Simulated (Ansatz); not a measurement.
# Molecular dynamics of CHOSi, charge +1

Input file:

```yaml
crystal:
  periodic: [false, false, false]
  atoms:
    - { symbol: C, position_ang: [-1.420274, 1.101648, 1.427385] }
    - { symbol: Si, position_ang: [-0.257559, 0.56992, 0.020309] }
    - { symbol: O, position_ang: [0.548632, -0.753239, -0.340835] }
    - { symbol: H, position_ang: [1.129201, -0.918329, -1.106859] }
total_charge: 1
basis:
  gaussian: { orbitals: "6-31G*" }
hamiltonian:
  xc: pbe0
  dispersion: d4
md:
  timestep: 0.5
  n_steps: 166
  ensemble: nvt_nose_hoover
  temperature: 400.0
  initial_velocities: maxwell_boltzmann
  seed: 122263
  nose_hoover: { tau: 20.0, chain_length: 1 }
scf:
  lower_state_search: "off"
```

Run as:

```bash
$ ansatz run input.yaml --threads 1 --pin off --max-ram 2048MiB --backend cpu --events-out ev --progress --plain --runs-dir out
```

It starts from a relaxed structure.

Output, in part (step lines, the closing report, with atoms numbered from 0):

```
md step     0: t =     0.00 fs  T =   400.0 K  F+E_penalty+E_count = -10955.19852957 eV  E_kin = 0.103408 eV  conserved = -10955.09512158 eV  (19 SCF iters)
md step     1: t =     0.50 fs  T =   382.4 K  F+E_penalty+E_count = -10955.19388858 eV  E_kin = 0.098857 eV  conserved = -10955.09503260 eV  (26 SCF iters)
md step     2: t =     1.00 fs  T =   338.3 K  F+E_penalty+E_count = -10955.18212303 eV  E_kin = 0.087449 eV  conserved = -10955.09468095 eV  (26 SCF iters)
md step     3: t =     1.50 fs  T =   288.6 K  F+E_penalty+E_count = -10955.16880845 eV  E_kin = 0.074596 eV  conserved = -10955.09424093 eV  (25 SCF iters)
md step     4: t =     2.00 fs  T =   258.3 K  F+E_penalty+E_count = -10955.16070076 eV  E_kin = 0.066773 eV  conserved = -10955.09399901 eV  (25 SCF iters)
md step     5: t =     2.50 fs  T =   261.0 K  F+E_penalty+E_count = -10955.16146761 eV  E_kin = 0.067478 eV  conserved = -10955.09413020 eV  (23 SCF iters)
md step     6: t =     3.00 fs  T =   289.5 K  F+E_penalty+E_count = -10955.16913516 eV  E_kin = 0.074845 eV  conserved = -10955.09453543 eV  (25 SCF iters)
md step     7: t =     3.50 fs  T =   321.0 K  F+E_penalty+E_count = -10955.17752740 eV  E_kin = 0.082981 eV  conserved = -10955.09493402 eV  (25 SCF iters)
[... lines left out ...]
Total energy: -10954.96253826 eV, -402.5874477406 hartree
Atom 0 at    -1.301651     0.868357     1.434460 Å, force    -0.160408     0.194113     0.067488 eV/Å
Atom 1 at    -0.246694     0.691134    -0.082332 Å, force     0.601781    -1.317996     0.004797 eV/Å
Atom 2 at     0.429377    -0.784769    -0.212149 Å, force    -3.528077     1.858369     0.572480 eV/Å
Atom 3 at     1.305830    -1.015336    -0.373863 Å, force     3.086704    -0.734485    -0.644765 eV/Å
Dipole moment:     0.157731     0.209749    -0.319453 e Å
```

The steps, from the saved trajectory:

```
time (fs)  T (K)  potential energy less start (eV)  conserved less start (meV/atom)
      0.0    400                             0.000                             0.00
      2.5    261                             0.037                             0.25
      5.0    267                             0.036                             0.11
      7.5    179                             0.060                             0.19
     10.0    206                             0.055                             0.16
     12.5    313                             0.030                             0.03
     15.0    231                             0.057                             0.26
     17.5    355                             0.029                             0.02
     20.0    181                             0.081                             0.34
     22.5    281                             0.060                             0.09
     25.0    186                             0.091                             0.29
     27.5    324                             0.063                             0.10
     30.0    364                             0.062                             0.11
     32.5    290                             0.095                             0.33
     35.0    371                             0.083                             0.13
     37.5    154                             0.153                             0.52
     40.0    395                             0.099                             0.06
     42.5    244                             0.152                             0.52
     45.0    691                             0.055                             0.02
     47.5    683                             0.083                             0.39
     50.0    700                             0.106                             0.44
     52.5    674                             0.128                             0.43
     55.0    614                             0.160                             0.58
     57.5    861                             0.104                             0.03
     60.0    509                             0.205                             0.73
     62.5    952                             0.090                             0.07
     65.0    536                             0.198                             0.84
     67.5    591                             0.175                             0.28
     70.0    199                             0.274                             0.64
     72.5    345                             0.232                             0.18
     75.0    407                             0.214                             0.20
     77.5    349                             0.227                             0.57
     80.0    590                             0.161                             0.26
     82.5    320                             0.228                             0.73
```

The run went to its last step. The conserved energy stayed within 0.86 meV per atom of its start (net change 0.77 meV per atom), so the integration is sound. The mean temperature of the second half is 38 % above the set value. A run of 0.083 ps of so small a system gives no equilibrium averages. Limits of this set-up: the dipole of an ion depends on the origin.

The same pairs are bonded in the first frame and the last. Pairs count as bonded within 1.25 times the sum of covalent radii (0.12 Å more for H–H).

Last frame:

```xyz
4
Properties=species:S:1:pos:R:3
C -1.302 0.868 1.435
Si -0.247 0.691 -0.082
O 0.429 -0.785 -0.212
H 1.306 -1.015 -0.374
```

Run time: 2.3 min on 1 CPU thread of a shared host.
